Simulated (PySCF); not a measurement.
dimethyl sulfide (C₂H₆S), SMILES CSC. The structure is a stationary point at PBE0-D3(BJ)/def2-TZVP.

Computed equilibrium geometry at PBE0-D3(BJ)/def2-TZVP (PySCF confirms it by a frequency run) as Cartesian coordinates in Å, and its point group:
point group C2v.
```xyz
9

C      1.3688     0.0000    -0.5070
S      0.0000     0.0000     0.6544
C     -1.3688     0.0000    -0.5070
H      1.3533    -0.8926    -1.1358
H      2.2887     0.0000     0.0784
H      1.3533     0.8926    -1.1358
H     -1.3533    -0.8926    -1.1358
H     -2.2887     0.0000     0.0784
H     -1.3533     0.8926    -1.1358
```
Charge 0, spin multiplicity 1.
